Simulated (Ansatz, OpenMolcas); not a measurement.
## SiF2 (SMILES F[Si]F): methods side by side

SiF2 has 3 atoms, charge 0, and is taken as a singlet. SMILES: `F[Si]F`. Geometry: relaxed at PBE0-D4/def2-TZVP.

| atom | x (Å) | y (Å) | z (Å) |
| --- | --- | --- | --- |
| F | 0.1663 | 1.2468 | 0.2294 |
| Si | -0.5949 | -0.0464 | -0.3301 |
| F | 0.4286 | -1.2004 | 0.1007 |

Quantity: the vertical energy of the triplet above the singlet, in eV. The values are calculated.

| level | kind | program | value (eV) | less FCI/STO-3G | CPU time (all runs) |
| --- | --- | --- | --- | --- | --- |
| revPBE/STO-3G | GGA | Ansatz | 3.55 | +0.17 | 2.3 s |
| r2SCAN/STO-3G | meta-GGA | Ansatz | 3.49 | +0.11 | 6.4 s |
| wB97M-V/STO-3G | range-separated hybrid | Ansatz | 3.75 | +0.37 | 30 s |
| RPA@PBE/STO-3G | RPA | Ansatz | 3.42 | +0.04 | 2.9 s |
| MP2/STO-3G | perturbation theory | Ansatz | 3.36 | -0.02 | 0.21 s |
| CASPT2(2,2)/STO-3G | multireference | OpenMolcas | 3.40 | +0.02 | 3.2 s |
| MRCI(2,2)/STO-3G | multireference | OpenMolcas | 3.31 | -0.07 | 3.5 s |
| CCSDT(Q)/STO-3G | coupled cluster or CI | Ansatz | 3.39 | +0.01 | 3.8 s |
| FCI/STO-3G, open shells restricted | exact in the basis | OpenMolcas | 3.38 | 0.00 | 24 s |

FCI/STO-3G, open shells restricted is exact within its basis and frozen core, so for wave-function methods in that basis the difference is their error; functionals converge differently with the basis, so for them it is only a difference. The values span 3.31 to 3.75 eV. All rows use very small basis sets, so even the best lies far from the true value. CPU times are rough (shared hosts, several kinds of processor): they show what a rung costs within a factor of a few.
